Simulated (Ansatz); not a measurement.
A made-up structure of CHSi2, doublet:

C1  (-0.143, -0.957, 0.743)
Si2  (1.552, -0.309, 1.473)
Si3  (-0.109, 0.498, -0.528)
H4  (-1.300, 0.768, -1.688)
(Å)

It is relaxed with PBE-D4/def2-SVP and then PBE0-D4/def2-TZVP (Ansatz 0.2.0). Atoms count as bonded within 1.22 times the sum of their covalent radii (H–H: 0.88 Å). The end point is not checked to be a true minimum.

Does its bonding change? (A judgement: the text doesn't fix the answer.)

The calculation gives: Yes. Formed: Si2–Si3; broken: none.

Where it ends: The first stage lowers the energy by 0.84 eV in 5 steps. It ends as CHSi₂ ([C]1[Si][SiH]1):
```
4
angstrom
C -0.1278 -0.8552 0.6638
Si 1.3854 -0.2749 1.3140
Si -0.0977 0.4437 -0.4710
H -1.1598 0.6864 -1.5068
```

Labels in which every atom is bracketed show which atoms are joined, not bond orders.

For scale, one of the runs: PBE0-D4/def2-TZVP relaxation, 111 basis functions, launched by `ansatz run in.yaml --threads 2 --pin off --events-out ev --progress --plain --max-ram 4352MiB`. The run took about 14 s on 2 CPU threads of an Arm Neoverse V2 (shared host).
